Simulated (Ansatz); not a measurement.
A made-up structure of C₂H₅B, singlet:

B1  (-0.870, -0.086, -0.493)
C2  (0.128, 0.773, 0.273)
C3  (0.411, -0.720, 0.032)
H4  (-1.897, -0.188, -1.073)
H5  (0.740, 1.496, -0.261)
H6  (-0.095, 1.091, 1.288)
H7  (0.372, -1.387, 0.889)
H8  (0.412, 1.726, 0.640)
(Å)

It is relaxed with PBE-D4/def2-SVP and then PBE0-D4/def2-TZVP (Ansatz 0.2.0). Atoms count as bonded within 1.22 times the sum of their covalent radii (H–H: 0.88 Å). The end point is not checked to be a true minimum.

Does its bonding change? (A judgement: the text doesn't fix the answer.)

The calculation gives: Yes. Formed: none; broken: B1–C2.

Where it ends: The first stage lowers the energy by 4.90 eV in 15 steps. It ends as C₂H₅B ([BH][CH][CH3]):
```
8
angstrom
B -1.0072 -0.5796 -0.8425
C 0.3680 1.1199 0.6333
C -0.1566 -0.2071 0.1736
H -1.7262 -0.9593 -1.6916
H -0.0147 1.9409 0.0258
H 0.0871 1.3174 1.6722
H 0.1891 -1.0785 0.7420
H 1.4605 1.1517 0.5832
```

Labels in which every atom is bracketed show which atoms are joined, not bond orders.

For scale, one of the runs: PBE0-D4/def2-TZVP relaxation, 123 basis functions, launched by `ansatz run in.yaml --threads 2 --pin off --events-out ev --progress --plain --max-ram 4352MiB`. Hardware: 2 CPU threads of an Arm Neoverse V2, shared host. Wall time about 11 s.
